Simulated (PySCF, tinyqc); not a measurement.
Inside a calculation. Method: G0W0 on RHF in the sto-6g basis, for LiH, spin multiplicity 1. The lowest restricted solution is unstable here: a spin-polarised one lies 0.0192 hartree lower (PySCF). Computed by tinyqc, a small Python program that keeps every step (integrals from PySCF). Settings: charge = 0, multiplicity = 1, basis = sto-6g, method = RHF, energy threshold = 1e-10, iteration cap = 56, orthogonalisation = symmetric, start = Wolfsberg-Helmholz matrix, DIIS depth = 6. Command: `OMP_NUM_THREADS=1 python tinyqc.py 20431 20432 out.jsonl` (the two numbers bound the seeds that draw the settings). One thread of a shared host (Intel(R) Xeon(R) Processor @ 2.60GHz), about 0.09 s of CPU time with the checks. The early iterations of the SCF are left out here.

## One-electron integrals

Geometry (angstrom):
```
atom         x         y         z
Li    0.000000  0.000000  0.000000
H     0.000000  0.000000  2.410000
```

Basis sto-6g: exponents (1/bohr^2) and contraction coefficients of normalised primitives:
```
element  l (shell)    exponent  coefficient
Li           s (1)  167.175846     0.009164
Li           s (1)   30.651508     0.049361
Li           s (1)    8.575187     0.168538
Li           s (1)    2.945808     0.370563
Li           s (1)    1.143944     0.416492
Li           s (1)    0.471139     0.130334
Li           s (2)    6.597564    -0.013253
Li           s (2)    1.305830    -0.046992
Li           s (2)    0.405851    -0.033785
Li           s (2)    0.156146     0.250242
Li           s (2)    0.067814     0.595117
Li           s (2)    0.031084     0.240706
Li           p (3)    6.597564     0.003760
Li           p (3)    1.305830     0.037679
Li           p (3)    0.405851     0.173897
Li           p (3)    0.156146     0.418036
Li           p (3)    0.067814     0.425860
Li           p (3)    0.031084     0.101708
H            s (1)   35.523221     0.009164
H            s (1)    6.513144     0.049361
H            s (1)    1.822143     0.168538
H            s (1)    0.625955     0.370563
H            s (1)    0.243077     0.416492
H            s (1)    0.100112     0.130334
```

Overlap, kinetic and nuclear-attraction integrals over the contracted functions; the nuclear repulsion is the sum of Za Zb / Rab.

nuclear repulsion = 0.65872682 hartree

overlap S, lower triangle:
```
           1Li 1s    1Li 2s   1Li 2px   1Li 2py   1Li 2pz     2H 1s
1Li 1s   1.000000
1Li 2s   0.235742  1.000000
1Li 2px  0.000000  0.000000  1.000000
1Li 2py  0.000000  0.000000  0.000000  1.000000
1Li 2pz  0.000000  0.000000  0.000000  0.000000  1.000000
2H 1s    0.011447  0.216574  0.000000  0.000000  0.318048  1.000000
```

kinetic energy T (hartree), lower triangle:
```
            1Li 1s    1Li 2s   1Li 2px   1Li 2py   1Li 2pz     2H 1s
1Li 1s    3.616742
1Li 2s   -0.110723  0.106524
1Li 2px   0.000000  0.000000  0.320007
1Li 2py   0.000000  0.000000  0.000000  0.320007
1Li 2pz   0.000000  0.000000  0.000000  0.000000  0.320007
2H 1s    -0.005066  0.006284  0.000000  0.000000  0.032549  0.768522
```

nuclear attraction V (hartree), lower triangle:
```
            1Li 1s     1Li 2s    1Li 2px    1Li 2py    1Li 2pz      2H 1s
1Li 1s   -8.286720
1Li 2s   -0.880125  -1.414230
1Li 2px   0.000000   0.000000  -1.395471
1Li 2py   0.000000   0.000000   0.000000  -1.395471
1Li 2pz  -0.007503  -0.077261   0.000000   0.000000  -1.451595
2H 1s    -0.043844  -0.320026   0.000000   0.000000  -0.475266  -1.898233
```

core Hamiltonian H = T + V (hartree), lower triangle:
```
            1Li 1s     1Li 2s    1Li 2px    1Li 2py    1Li 2pz      2H 1s
1Li 1s   -4.669977
1Li 2s   -0.990848  -1.307706
1Li 2px   0.000000   0.000000  -1.075464
1Li 2py   0.000000   0.000000   0.000000  -1.075464
1Li 2pz  -0.007503  -0.077261   0.000000   0.000000  -1.131587
2H 1s    -0.048910  -0.313742   0.000000   0.000000  -0.442717  -1.129711
```

## Two-electron integrals

Functions are numbered as in S; the eight-fold symmetry (ij|kl) = (ji|kl) = (kl|ij) leaves the list below.

Two-electron integrals (ij|kl) in chemists' order, unique and non-zero (hartree):
```
(11|11) 1.681247   (21|11) 0.242603   (21|21) 0.044507   (22|11) 0.397190
(22|21) 0.090279   (22|22) 0.290625   (31|31) 0.009437   (32|31) 0.014261
(32|32) 0.064236   (33|11) 0.397190   (33|21) 0.090279   (33|22) 0.290625
(33|33) 0.313125   (41|41) 0.009437   (42|41) 0.014261   (42|42) 0.064236
(43|43) 0.016875   (44|11) 0.397190   (44|21) 0.090279   (44|22) 0.290625
(44|33) 0.279374   (44|44) 0.313125   (51|51) 0.009437   (52|51) 0.014261
(52|52) 0.064236   (53|53) 0.016875   (54|54) 0.016875   (55|11) 0.397190
(55|21) 0.090279   (55|22) 0.290625   (55|33) 0.279374   (55|44) 0.279374
(55|55) 0.313125   (61|11) 0.011361   (61|21) 0.002061   (61|22) 0.004304
(61|33) 0.004241   (61|44) 0.004241   (61|51) 0.000277   (61|52) 0.000595
(61|55) 0.004431   (61|61) 0.000106   (62|11) 0.060084   (62|21) 0.014015
(62|22) 0.052548   (62|33) 0.049486   (62|44) 0.049486   (62|51) 0.002168
(62|52) 0.016397   (62|55) 0.058671   (62|61) 0.000809   (62|62) 0.020650
(63|31) 0.000763   (63|32) 0.004344   (63|53) 0.001998   (63|63) 0.000934
(64|41) 0.000763   (64|42) 0.004344   (64|54) 0.001998   (64|64) 0.000934
(65|11) 0.083895   (65|21) 0.019673   (65|22) 0.075458   (65|33) 0.070354
(65|44) 0.070354   (65|51) 0.003384   (65|52) 0.025638   (65|55) 0.085666
(65|61) 0.001162   (65|62) 0.031800   (65|65) 0.049212   (66|11) 0.219549
(66|21) 0.051743   (66|22) 0.211848   (66|33) 0.195270   (66|44) 0.195270
(66|51) 0.007475   (66|52) 0.073342   (66|55) 0.245005   (66|61) 0.003024
(66|62) 0.113120   (66|65) 0.178411   (66|66) 0.774999
```

## Orthogonalisation

S = U s U^T; symmetric (Loewdin) form X = U s^(-1/2) U^T, so that X^T S X = 1.

eigenvalues of S: 0.590969  0.814277  1.000000  1.000000  1.177244  1.417510

X, lower triangle:
```
            1Li 1s     1Li 2s   1Li 2px   1Li 2py    1Li 2pz     2H 1s
1Li 1s    1.022227
1Li 2s   -0.125275   1.042799
1Li 2px   0.000000   0.000000  1.000000
1Li 2py   0.000000   0.000000  0.000000  1.000000
1Li 2pz  -0.004425   0.029977  0.000000  0.000000   1.042650
2H 1s     0.015890  -0.123035  0.000000  0.000000  -0.175865  1.062904
```

## Starting guess

The start is the generalised Wolfsberg-Helmholz matrix (K = 1.75) built on H; D = 2 C_occ C_occ^T.

D at the start, lower triangle:
```
            1Li 1s    1Li 2s   1Li 2px   1Li 2py   1Li 2pz     2H 1s
1Li 1s    1.977458
1Li 2s    0.021808  0.189008
1Li 2px   0.000000  0.000000  0.000000
1Li 2py   0.000000  0.000000  0.000000  0.000000
1Li 2pz  -0.090888  0.309605  0.000000  0.000000  0.515268
2H 1s    -0.122987  0.373689  0.000000  0.000000  0.622772  0.752793
```

## Iteration 9 (converged): orbitals

converged F (hartree), lower triangle:
```
            1Li 1s     1Li 2s   1Li 2px   1Li 2py    1Li 2pz      2H 1s
1Li 1s   -2.412527
1Li 2s   -0.621567  -0.187333
1Li 2px   0.000000   0.000000  0.155585
1Li 2py   0.000000   0.000000  0.000000  0.155585
1Li 2pz   0.012809  -0.049088  0.000000  0.000000   0.073700
2H 1s    -0.030992  -0.172163  0.000000  0.000000  -0.173447  -0.066607
```

Diagonalise F' = X^T F X, C = X C', fill 2 alpha and 2 beta electrons from the bottom; D = 2 C_occ C_occ^T. Each column has its largest component positive (the first on a tie).

F' = X^T F X (hartree), lower triangle:
```
           1          2         3         4          5         6
1  -2.365191
2  -0.339704  -0.038780
3   0.000000   0.000000  0.155585
4   0.000000   0.000000  0.000000  0.155585
5   0.010832  -0.001546  0.000000  0.000000   0.140198
6   0.023737  -0.171772  0.000000  0.000000  -0.200622  0.032645
```

orbital energies (hartree): MO1 -2.413823, MO2 -0.216092, MO3 0.066591, MO4 0.155585, MO5 0.155585, MO6 0.332196

coefficients C:
```
               MO1        MO2        MO3        MO4       MO5        MO6
1Li 1s    0.994201  -0.138841  -0.206337   0.000000  0.000000   0.103082
1Li 2s    0.023510   0.510357   0.802980   0.000000  0.000000  -0.461915
1Li 2px   0.000000   0.000000   0.000000   0.717699  0.696354   0.000000
1Li 2py   0.000000   0.000000   0.000000  -0.696354  0.717699   0.000000
1Li 2pz  -0.004424   0.318235  -0.573897   0.000000  0.000000  -0.829648
2H 1s    -0.000968   0.624446  -0.237065   0.000000  0.000000   0.854371
```

D after iteration 9, lower triangle:
```
            1Li 1s    1Li 2s   1Li 2px   1Li 2py   1Li 2pz     2H 1s
1Li 1s    2.015425
1Li 2s   -0.094970  0.522035
1Li 2px   0.000000  0.000000  0.000000
1Li 2py   0.000000  0.000000  0.000000  0.000000
1Li 2pz  -0.097165  0.324619  0.000000  0.000000  0.202586
2H 1s    -0.175322  0.637336  0.000000  0.000000  0.397449  0.779867
```

Within a degenerate level the vectors are fixed only up to a rotation; this is one choice.

## Convergence

Stop when the energy changes by less than 1e-10 hartree and every element of the error matrix X^T (F D S - S D F) X is below 3e-06.

Course of the cycle:
```
iteration  E (hartree)     change  largest element of the error matrix
1          -7.85306455          -                             5.13e-02
2          -7.86445543  -1.14e-02                             2.51e-02
3          -7.86958316  -5.13e-03                             1.36e-02
4          -7.87114635  -1.56e-03                             5.11e-03
5          -7.87124242  -9.61e-05                             5.92e-04
6          -7.87124335  -9.33e-07                             2.13e-04
7          -7.87124346  -1.10e-07                             2.38e-05
8          -7.87124346  -1.33e-09                             1.22e-07
9          -7.87124346  -2.49e-14                             2.59e-09
```

PySCF RHF in the same basis = -7.87124346 hartree

Converged in 9 iterations.

## Populations, bond orders and dipole

Mulliken: Z minus the diagonal of D S on the atom; Loewdin: the same with S^(1/2) D S^(1/2); Mayer order: 2 sum_s sum (D(s) S)_ij (D(s) S)_ji over the two atoms.

Charges (e):
```
atom   Mulliken    Loewdin
1Li    0.042299   0.038593
2H    -0.042299  -0.038593
```

Mayer bond orders:
```
pair     order
2-1   0.998211
```

dipole moment about the origin, x y z (debye): 0.000000  0.000000  -5.291898

## Integrals over molecular orbitals

(pq|rs) = sum C_ip C_jq C_kr C_ls (ij|kl), one index at a time.

one-electron integrals over orbitals h = C^T H C (hartree), lower triangle:
```
           1          2          3          4          5          6
1  -4.662851
2   0.095445  -1.237204
3   0.162364  -0.000811  -1.086225
4   0.000000   0.000000   0.000000  -1.075464
5   0.000000   0.000000   0.000000   0.000000  -1.075464
6  -0.054106   0.063794   0.018312   0.000000   0.000000  -1.029100
```

Two-electron integrals over orbitals (pq|rs), unique and non-zero (hartree):
```
(11|11) 1.665511    (21|11) -0.097349   (21|21) 0.009975    (22|11) 0.296746
(22|21) 0.001904    (22|22) 0.437595    (31|11) -0.145621   (31|21) 0.011265
(31|22) -0.009631   (31|31) 0.023245    (32|11) 0.038572    (32|21) -0.002518
(32|22) -0.065067   (32|31) -0.000787   (32|32) 0.027160    (33|11) 0.391286
(33|21) -0.008292   (33|22) 0.210324    (33|31) 0.000285    (33|32) 0.017283
(33|33) 0.322834    (41|41) 0.010029    (42|41) 0.007163    (42|42) 0.020396
(43|41) 0.010432    (43|42) 0.020995    (43|43) 0.041669    (44|11) 0.396974
(44|21) -0.003218   (44|22) 0.233763    (44|31) -0.004805   (44|32) 0.018876
(44|33) 0.278089    (44|44) 0.313125    (51|51) 0.010029    (52|51) 0.007163
(52|52) 0.020396    (53|51) 0.010432    (53|52) 0.020995    (53|53) 0.041669
(54|54) 0.016875    (55|11) 0.396974    (55|21) -0.003218   (55|22) 0.233763
(55|31) -0.004805   (55|32) 0.018876    (55|33) 0.278089    (55|44) 0.279374
(55|55) 0.313125    (61|11) 0.068618    (61|21) -0.009090   (61|22) -0.006799
(61|31) -0.004886   (61|32) 0.002871    (61|33) 0.011716    (61|44) 0.001582
(61|55) 0.001582    (61|61) 0.011060    (62|11) -0.089342   (62|21) 0.000914
(62|22) 0.105800    (62|31) 0.004815    (62|32) -0.051144   (62|33) -0.018134
(62|44) -0.043487   (62|55) -0.043487   (62|61) 0.001649    (62|62) 0.133874
(63|11) 0.025737    (63|21) -0.001909   (63|22) -0.062908   (63|31) 0.004111
(63|32) 0.022510    (63|33) 0.037376    (63|44) 0.011161    (63|55) 0.011161
(63|61) 0.004570    (63|62) -0.043037   (63|63) 0.035298    (64|41) -0.005453
(64|42) -0.017462   (64|43) -0.010925   (64|64) 0.018619    (65|51) -0.005453
(65|52) -0.017462   (65|53) -0.010925   (65|65) 0.018619    (66|11) 0.348516
(66|21) 0.000457    (66|22) 0.404600    (66|31) -0.010034   (66|32) -0.049222
(66|33) 0.238872    (66|44) 0.254418    (66|55) 0.254418    (66|61) -0.005341
(66|62) 0.080716    (66|63) -0.046156   (66|66) 0.396071
```

## Screening: direct RPA

With D = e_a - e_i and K = (ia|jb): diagonalise D^(1/2) (D + 4K) D^(1/2) = Z w^2 Z^T; X + Y = D^(1/2) Z w^(-1/2), each column of Z with its largest component positive (the first on a tie); E_c = (sum w - tr (D + 2K)) / 2.

D^(1/2) (D + 4K) D^(1/2) (hartree^2), lower triangle:
```
           1>3       1>4       1>5       1>6        2>3       2>4       2>5       2>6
1>3   6.383084
1>4   0.000000  6.704932
1>5   0.000000  0.000000  6.704932
1>6  -0.051011  0.000000  0.000000  7.662111
2>3  -0.002637  0.000000  0.000000  0.010116   0.110620
2>4   0.000000  0.027999  0.000000  0.000000   0.000000  0.168467
2>5   0.000000  0.000000  0.027999  0.000000   0.000000  0.000000  0.168467
2>6   0.022462  0.000000  0.000000  0.008095  -0.080540  0.000000  0.000000  0.594228
```

excitation energies w (hartree): 0.312318  0.410302  0.410302  0.779226  2.526092  2.589411  2.589411  2.768423

X + Y:
```
             1          2          3          4          5          6         7          8
1>3  -0.000479   0.000000   0.000000  -0.006994   0.990126   0.000000  0.000000  -0.037647
1>4   0.000000   0.001930  -0.010544   0.000000   0.000000  -0.472706  0.876816   0.000000
1>5   0.000000  -0.010544  -0.001930   0.000000   0.000000   0.876816  0.472706   0.000000
1>6  -0.004426   0.000000   0.000000  -0.001748   0.041464   0.000000  0.000000   0.995156
2>3   0.939102   0.000000   0.000000  -0.096427  -0.000136   0.000000  0.000000   0.000429
2>4   0.000000  -0.171396   0.936200   0.000000   0.000000  -0.000770  0.001428   0.000000
2>5   0.000000   0.936200   0.171396   0.000000   0.000000   0.001428  0.000770   0.000000
2>6   0.212121   0.000000   0.000000   0.828001   0.001835   0.000000  0.000000   0.000446
```

RPA correlation energy = -0.03323520 hartree

Within a degenerate level the vectors are fixed only up to a rotation; this is one choice.

## G0W0 on Hartree-Fock: HOMO

W(p,q,m) = sqrt2 sum_ia (pq|ia) (X+Y)_ia,m; Sigma_c(x) = sum_(i,m) W^2/(x - e_i + w_m) + sum_(a,m) W^2/(x - e_a - w_m); solve x = e_p + Sigma_c(x) by Newton steps; Z = 1/(1 - dSigma/dx); 1 hartree = 27.211386 eV.

The 12 largest terms at x = e_p (hartree; W for the signs of X + Y given):
```
q  m          W       term
2  4   0.132873   0.022657
6  4   0.163686  -0.020183
2  1  -0.054628   0.009555
3  4  -0.063591  -0.003808
4  3   0.026897  -0.000925
5  2   0.026897  -0.000925
6  1  -0.027777  -0.000897
3  1   0.020711  -0.000721
2  5  -0.013597   0.000073
1  5   0.015244   0.000049
1  8  -0.013394   0.000036
4  2  -0.004924  -0.000031
```

Newton steps (hartree):
```
step          x  Sigma_c(x)         Z
0     -0.216092    0.004791  0.923148
1     -0.211670    0.004425  0.923990
2     -0.211668    0.004424  0.923991
```

quasiparticle energy of the HOMO = -5.759777 eV

Hartree-Fock value = -5.880170 eV

## G0W0 on Hartree-Fock: LUMO

As before.

The 12 largest terms at x = e_p (hartree; W for the signs of X + Y given):
```
q  m          W       term
2  4  -0.063591   0.003808
6  4  -0.053516  -0.002741
5  2   0.027642  -0.001530
4  3   0.027642  -0.001530
3  1   0.017440  -0.000974
2  1   0.020711   0.000721
3  4  -0.023623  -0.000716
6  1   0.016954  -0.000497
1  5   0.032275   0.000208
3  8   0.016473  -0.000098
4  7   0.012978  -0.000063
5  6   0.012978  -0.000063
```

Newton steps (hartree):
```
step         x  Sigma_c(x)         Z
0     0.066591   -0.003613  0.981539
1     0.063045   -0.003546  0.981690
2     0.063045   -0.003546  0.981690
```

quasiparticle energy of the LUMO = 1.715531 eV

Hartree-Fock value = 1.812033 eV
